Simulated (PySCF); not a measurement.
Species: CHF3S.
SMILES: `FC(F)(F)S`

Method: B3LYP/def2-SVPD in PySCF (dipole) on a GFN2-xTB geometry, gas phase.

Take the most abundant isotopes and a rigid rotor. 

Task: What are A, B and C (MHz)?

Result: Ia = 89.37, Ib = 156.67, Ic = 158.90 u·Å²; 505379 MHz·u·Å²/I gives A = 5655, B = 3226, C = 3181 MHz.

Task: What kind of rotor is it?

Result: A near-prolate asymmetric top: κ = (2 × 3226 − 5655 − 3181)/(5655 − 3181) = -0.96.

Task: What does the inertial defect say?

Result: Not planar: Δ = Ic − Ia − Ib = -87.14 u·Å². For a rigid frame Δ = −2 Σ m c², so Σ m c² = 43.57 u·Å² lies off the ab plane: 0.00 from hydrogen and 43.57 from heavier atoms. The atom farthest from that plane is 1.07 Å away.

Task: List the rotational levels J(Ka,Kc) to J = 2 (cm⁻¹).

Result: Above 0(0,0):
J = 1: 1(0,1) 0.2137, 1(1,1) 0.2947, 1(1,0) 0.2962
J = 2: 2(0,2) 0.6411, 2(1,2) 0.7206, 2(1,1) 0.7251, 2(2,1) 0.9682, 2(2,0) 0.9682
Those of J = 1 are B + C, A + C and A + B.

Task: Which types of transition are allowed, and where do some lines up to J = 3 fall?

Result: The dipole components are |μa| = 1.19 D, |μb| = 0.78 D, |μc| = 0.00 D; the mirror of this Cs structure is the ab plane, so μc vanishes by symmetry and there are no c-type lines. The squared components, which scale the intensities, stand as 1.00 : 0.43 (a : b). Some lines, for components of 0.1 D or more:

| type | branch | J(Ka,Kc) | MHz | lower level (cm⁻¹) |
| --- | --- | --- | --- | --- |
| b | Q | 1(1,0) ← 1(0,1) | 2475 | 0.214 |
| a | R | 1(0,1) ← 0(0,0) | 6406 | 0.000 |
| b | Q | 3(2,1) ← 3(1,2) | 7223 | 1.368 |
| b | Q | 2(2,0) ← 2(1,1) | 7288 | 0.725 |
| b | Q | 2(2,1) ← 2(1,2) | 7424 | 0.721 |
| b | Q | 3(2,2) ← 3(1,3) | 7492 | 1.359 |
| b | R | 3(1,2) ← 2(2,1) | 11999 | 0.968 |
| b | Q | 3(3,0) ← 3(2,1) | 12257 | 1.609 |
| a | R | 2(1,2) ← 1(1,1) | 12768 | 0.295 |
| a | R | 2(0,2) ← 1(0,1) | 12812 | 0.214 |
| a | R | 2(1,1) ← 1(1,0) | 12858 | 0.296 |
| b | R | 2(1,2) ← 1(0,1) | 15197 | 0.214 |
| b | R | 3(0,3) ← 2(1,2) | 16832 | 0.721 |
| a | R | 3(1,3) ← 2(1,2) | 19151 | 0.721 |
| a | R | 3(2,1) ← 2(2,0) | 19222 | 0.968 |
| b | R | 2(2,0) ← 1(1,1) | 20192 | 0.295 |
| b | R | 3(1,3) ← 2(0,2) | 21536 | 0.641 |
| b | R | 3(3,1) ← 2(2,0) | 31478 | 0.968 |

No frequency check. Constants of a rigid frame at the computed geometry: no zero-point averaging, no centrifugal distortion.

Conformer computed: `[F:1][C:2]([F:3])([F:4])[SH:5]`: H–S5–C2–F1 -60°.
